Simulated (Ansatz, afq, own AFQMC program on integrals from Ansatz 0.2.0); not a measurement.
AFQMC on a folder of integrals that Ansatz 0.2.0 wrote.

```yaml
crystal:
  periodic: [false, false, false]
  atoms:
    - {symbol: N, position_ang: [0.000000, 0.058407, 0.518336]}
    - {symbol: C, position_ang: [0.000000, -0.127275, -0.500889]}
    - {symbol: H, position_ang: [0.000000, 0.704985, -1.234346]}
basis:
  gaussian: {orbitals: cc-pVDZ}
magnetization: {spin_polarized: true, initial_magnetization: 2}
correlation: {method: ccsd_t, electrons: outside_noble_gas, hamiltonian_folder: ham}
```

```sh
$ ansatz run in.yaml --threads 1 --pin off --events-out ev --progress --plain --max-ram 1382MiB
```

Options of the walk:

```
--method free --trial cisd --walkers 60 --time-step 0.03 --max-blocks 80 --target-error 0.00038 --factor-cut 1e-05 --seed 1465 --times 0,0.21,0.42,0.81,1.2,1.8,2.4,3 --taylor-order 8
```

Times are imaginary, in 1/Eh. The walk had a cap of 723 s.

afq prints:

```
orbitals 31  electrons 6 4  factors 242 of 311
reference energy -92.62738977 Eh
CCSD correlation -0.23872933 Eh in 17 cycles, weight of the determinant in the CISD state 0.8452
repeat  energy at the last time / Eh  error
    10  -92.875802  0.002106
    20  -92.873809  0.001296
    30  -92.874522  0.001195
    40  -92.873852  0.000960
    50  -92.874030  0.000821
    60  -92.873826  0.000725
    70  -92.873868  0.000673
    80  -92.874472  0.000655
time / (1/Eh)  energy / Eh  error  mean overlap
  0.00  -92.866180  0.000260  1.1837
  0.21  -92.870818  0.000302  1.1784
  0.42  -92.872113  0.000286  1.1819
  0.81  -92.873744  0.000335  1.1762
  1.20  -92.874569  0.000420  1.1665
  1.80  -92.874613  0.000518  1.1612
  2.40  -92.875311  0.000586  1.1513
  3.00  -92.874472  0.000655  1.1623
energy -92.874472 +/- 0.000655 Eh
```

The run passed its tests (error under three times the target), which doesn't prove that it has relaxed.

Against this walk (error 17.8 meV) on the same determinant: CCSD(T) 35.2 meV higher (within the noise), CCSDT(Q) 22.2 meV lower (within the noise). The error is statistical, and a free projection of finite length keeps a remainder of its start. The last points scatter (meV from the last: 20 ± 9 at 0.81, -3 ± 11 at 1.20, -4 ± 14 at 1.80, -23 ± 16 at 2.40, 0 ± 18 at 3.00); the last is the one printed as the energy, and the gaps above move with that scatter.

Cautions: remainder of the start not in the error; error above the target (17.8 against 10.3 meV); lower spins were not checked; higher spins were not checked; strong correlation (T1 0.062, weight of the determinant 0.85, largest double 0.08).

The walk took 2.5 min on 1 thread of Arm Neoverse V1, with other jobs on the host. The log's last line is the free-projection energy.

CCSDT and higher add their correlation energy to the determinant of the CCSD(T) run, since their own runs factorise the integrals more tightly (a shift of under 2 meV). A walk keeps the symmetry of its determinant, which the program's search chose and which needn't be the lowest solution, so a lower state of the same spin and another symmetry isn't excluded.
